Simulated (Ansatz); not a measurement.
`O[Si]F`. Charge 0, multiplicity 1.

```csv
atom,x (Å),y (Å),z (Å)
O1,0.1279,0.9710,-0.1117
Si2,0.9217,-0.4575,-0.2102
F3,-0.2471,-1.5069,0.1861
H4,-0.8026,0.9933,0.1357
```

**Question.** Give the diagnostics of a CCSD(T)/def2-TZVPP run (frozen core, Ansatz 0.2.0). (An estimate is asked.)

**Answer.** Computed: T1 = 0.0147, largest single amplitude 0.028, largest double 0.101, (T) share of the correlation energy 3.3 %, 10 CCSD cycles. The RHF solution is stable towards an unrestricted one. T1 lies under the customary mark of 0.02 for closed shells.
